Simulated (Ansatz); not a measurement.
**CH₃S+ (SMILES C=[SH+]): functionals against CCSD(T) at one geometry**

The atoms stand at a structure displaced at random from a GFN2-xTB minimum. How far do the functionals agree with CCSD(T) there?

Computed with Ansatz 0.2.0, Gaussian basis. Level: single points in def2-TZVPP.

Cores are frozen in the correlated methods. B3LYP uses VWN-RPA correlation.

### Step 1. The starting structure

SMILES `C=[SH+]`, 5 atoms, charge 1, spin multiplicity 1.

Atoms are counted from 1 here; the program's logs count them from 0.

Bond lengths: C1–S2 1.819 Å, C1–H3 1.220 Å, C1–H4 0.918 Å, S2–H5 1.293 Å. Angles: S2–C1–H3 119.4°, S2–C1–H4 137.0°, H3–C1–H4 101.8°, C1–S2–H5 96.5°.

Coordinates:

| atom | x (Å) | y (Å) | z (Å) |
| --- | --- | --- | --- |
| C1 | -0.3101 | -0.4715 | -0.0483 |
| S2 | 1.0703 | 0.6351 | 0.3729 |
| H3 | -0.5247 | -1.4528 | 0.6441 |
| H4 | -1.0736 | -0.4297 | -0.5559 |
| H5 | 0.6222 | 1.6728 | -0.2540 |

### Step 2. CCSD(T)/def2-TZVPP

run/in.yaml reads:

```yaml
crystal:
  periodic: [false, false, false]
  atoms:
    - {symbol: C, position_ang: [-0.310100, -0.471500, -0.048300]}
    - {symbol: S, position_ang: [1.070300, 0.635100, 0.372900]}
    - {symbol: H, position_ang: [-0.524700, -1.452800, 0.644100]}
    - {symbol: H, position_ang: [-1.073600, -0.429700, -0.555900]}
    - {symbol: H, position_ang: [0.622200, 1.672800, -0.254000]}
basis:
  gaussian: {orbitals: def2-TZVPP}
total_charge: 1
correlation: {method: ccsd_t}
output: {forces: true}
```

The command line of these runs was not kept.

### Step 3. PBE0-D4/def2-TZVPP

run/in.yaml: that of step 2 with these lines changed.

```diff
@@ -11,3 +11,3 @@
 total_charge: 1
-correlation: {method: ccsd_t}
-output: {forces: true}
+hamiltonian: {xc: pbe0, dispersion: d4}
+output: {forces: true, orbitals: {seedname: orbitals}}
```

### Step 4. wB97M-V/def2-TZVPP

run/in.yaml: that of step 3 with these lines changed.

```diff
@@ -11,3 +11,3 @@
 total_charge: 1
-hamiltonian: {xc: pbe0, dispersion: d4}
-output: {forces: true, orbitals: {seedname: orbitals}}
+hamiltonian: {xc: {name: wB97M-V}}
+output: {forces: true}
```

### Step 5. r2SCAN-D4/def2-TZVPP

run/in.yaml: that of step 4 with these lines changed.

```diff
@@ -11,3 +11,3 @@
 total_charge: 1
-hamiltonian: {xc: {name: wB97M-V}}
+hamiltonian: {xc: r2scan, dispersion: d4}
 output: {forces: true}
```

### Step 6. PBE-D4/def2-TZVPP

run/in.yaml: that of step 5 with these lines changed.

```diff
@@ -11,3 +11,3 @@
 total_charge: 1
-hamiltonian: {xc: r2scan, dispersion: d4}
+hamiltonian: {xc: pbe, dispersion: d4}
 output: {forces: true}
```

### Step 7. B3LYP-D4/def2-TZVPP

run/in.yaml: that of step 6 with these lines changed.

```diff
@@ -11,3 +11,3 @@
 total_charge: 1
-hamiltonian: {xc: pbe, dispersion: d4}
+hamiltonian: {xc: {name: B3LYP}, dispersion: d4}
 output: {forces: true}
```

### Step 8. wB97X-V/def2-TZVPP

run/in.yaml: that of step 7 with these lines changed.

```diff
@@ -11,3 +11,3 @@
 total_charge: 1
-hamiltonian: {xc: {name: B3LYP}, dispersion: d4}
+hamiltonian: {xc: {name: wB97X-V}}
 output: {forces: true}
```

(Steps that only read results are left out.)

Q: Predict the outcome of this session. Wanted: energy less free atoms, CCSD(T)/def2-TZVPP; RMS force component; RMS force error; HOMO and LUMO, PBE0-D4; T1 diagnostic.

**Answer**, as computed:

```
                                  quantity                                                                                            value
energy less free atoms, CCSD(T)/def2-TZVPP                                                                                    -618.1 kJ/mol
                       RMS force component                                                             4.617 to 4.820 eV/Å over the methods
                           RMS force error  PBE0-D4 0.199, wB97M-V 0.195, r2SCAN-D4 0.112, PBE-D4 0.209, B3LYP-D4 0.075, wB97X-V 0.262 eV/Å
                    HOMO and LUMO, PBE0-D4                                                                             -15.97 and -10.58 eV
                             T1 diagnostic                                                                                            0.040
```

**Reading.** Against CCSD(T) the functionals' energies less atoms differ by -75.1 to -24.7 kJ/mol, PBE-D4 by -75.1 kJ/mol. A larger basis would deepen the CCSD(T) value, while the functionals are nearly converged already, so the order here is not reliable. On forces the order runs from B3LYP-D4 to wB97X-V. Frozen-core CCSD(T) forces in triple zeta carry basis errors of their own, and this is one geometry, so small gaps rank nothing. The T1 diagnostic is large here, over the usual mark for main-group molecules (transition-metal compounds often pass it harmlessly), so CCSD(T) itself may be off. The restricted Hartree–Fock reference is unstable towards an unrestricted one at one or more of these structures.
